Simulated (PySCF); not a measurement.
All values below come from PBE-D3(BJ)/def2-TZVP // B3LYP-D3(BJ)/def2-TZVP run with PySCF. Isolated molecules, 0 K electronic values unless said otherwise. 

Reference species (SMILES): `[CH3]` (neutral, multiplicity 2).

```
Item                             Result
-----------------------------  --------
highest occupied spin orbital  -5.38 eV
```

Changed species: `[SH]` (radical fragment; the reference has radical fragment).

Problem. What does the change do to the highest occupied spin orbital?

Solution. the highest occupied spin orbital falls by 0.74 eV, to -6.12 eV.
